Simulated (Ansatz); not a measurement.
Basis sets compared for Si(SiH3)2H2 (Si3H8). Charge 0, multiplicity 1. Geometry PBE0-D4/def2-SVP. Ansatz on 4 threads of Arm Neoverse V1 on a shared host; times are rough, and most runs start from earlier orbitals.

```csv
atom,x (Å),y (Å),z (Å)
Si1,-0.299,0.931,-0.164
Si2,-1.700,-0.856,0.418
H3,-1.599,-1.931,-0.618
H4,-3.126,-0.416,0.521
H5,-1.270,-1.421,1.735
Si6,1.918,0.178,-0.299
H7,2.019,-0.902,-1.330
H8,2.337,-0.383,1.023
H9,2.847,1.290,-0.670
H10,-0.403,2.012,0.868
H11,-0.723,1.498,-1.484
```

B3LYP takes the VWN-RPA correlation.

Binding counts from free atoms (Si triplet, H doublet) in the same basis, without a counterpoise term.

```tsv
level	functions	energy (Eh)	HOMO (eV)	LUMO (eV)	binding per atom (eV)	wall time
HF/STO-3G	35	-861.4726	-7.96	10.20	3.32	0.1 s
HF/6-31G	55	-871.2577	-10.41	3.20	1.95	0.2 s
PBE-D4/def2-SVP	94	-872.5272	-6.98	-0.83	2.88	0.7 s
B3LYP-D4/6-31G	55	-873.2136	-7.86	0.18	2.73	0.7 s
PBE0-D4/def2-SVP	94	-872.6254	-8.08	-0.05	2.89	0.95 s
```

Estimate the rows for PBE-D4/def2-TZVP, B3LYP-D4/def2-TZVP, PBE0-D4/def2-TZVP.


```csv
level,functions,energy (Eh),HOMO (eV),LUMO (eV),binding per atom (eV),wall time
PBE-D4/def2-TZVP,159,-872.8348,-6.95,-1.05,2.89,1.2 s
B3LYP-D4/def2-TZVP,159,-873.3838,-7.80,-0.38,2.94,1.5 s
PBE0-D4/def2-TZVP,159,-872.9295,-8.01,-0.24,2.90,1.6 s
```
